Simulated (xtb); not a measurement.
**C2H6N2S (SMILES [H]/N=C(/N)SC) at GFN2-xTB**

We compute a structure relaxation of C2H6N2S. 

The results are computed with xtb 6.7.1.

4 further runs of the same task are left out: 4 set aside as unsound or not needed.

## (1) The structure to begin with

The species is C2H6N2S (11 atoms), meant as a singlet with charge 0. As SMILES, `[H]/N=C(/N)SC`. All atoms were displaced at random from a relaxed shape. The run starts from this shape.

Bond lengths: C1–S2 1.712 Å, S2–C3 1.963 Å, C3–N4 1.308 Å, C3–N5 1.345 Å, C1–H6 1.017 Å, C1–H7 0.811 Å, C1–H8 1.155 Å, N4–H9 1.055 Å, N5–H10 0.905 Å, N5–H11 0.984 Å. Some angles: C1–S2–C3 104.8°, S2–C3–N4 113.9°, S2–C3–N5 108.6°, N4–C3–N5 132.4°, S2–C1–H6 108.2°, S2–C1–H7 96.6°, S2–C1–H8 94.8°, C3–N4–H9 121.2°, C3–N5–H10 110.0°, C3–N5–H11 126.0°.

## (2) A structure relaxation at GFN2-xTB

Contents of input.xyz:

```xyz
11

C     -1.81781    -0.49343     0.51053
S     -0.91379     0.23750    -0.74684
C      0.95373     0.12259    -0.15210
N      1.08846    -0.16927     1.11552
N      1.72064     0.82172    -1.00716
H     -1.50738    -1.45732     0.60711
H     -1.64847     0.05894     1.07962
H     -2.77955    -0.61381    -0.11810
H      0.27972    -0.54804     1.67793
H      2.57624     0.83873    -0.71337
H      1.54579     0.95335    -1.96700
```

Started as:

```bash
xtb input.xyz --gfn2 --chrg 0 --opt vtight > out.txt 2> xtb.err
```

What values should one expect? Wanted: total energy at the end; dipole moment; HOMO energy; LUMO energy; HOMO–LUMO gap; dispersion energy; mean polarisability.

**Answer.** As computed:

Level: GFN2-xTB.

```
                      quantity          value
       total energy at the end   -16.40795 Eh
                 dipole moment         0.64 D
                   HOMO energy      -10.10 eV
                   LUMO energy       -5.53 eV
                 HOMO–LUMO gap        4.56 eV
             dispersion energy  -17.08 kJ/mol
mean polarisability (D4 model)     63.4 bohr³
```

**Reading.** At the final geometry: Bond lengths: C1–S2 1.813 Å, S2–C3 1.817 Å, C3–N4 1.252 Å, C3–N5 1.351 Å, C1–H6 1.087 Å, C1–H7 1.087 Å, C1–H8 1.085 Å, N4–H9 1.009 Å, N5–H10 1.006 Å, N5–H11 1.004 Å. Some angles: C1–S2–C3 101.1°, S2–C3–N4 127.9°, S2–C3–N5 110.2°, N4–C3–N5 121.9°, S2–C1–H6 109.7°, S2–C1–H7 109.6°, S2–C1–H8 106.3°, C3–N4–H9 118.2°, C3–N5–H10 116.8°, C3–N5–H11 119.0°. The optimisation took 19 steps and changed the energy by -4.107 eV. Mulliken charges run from -0.38 on N4 to +0.21 on C3.
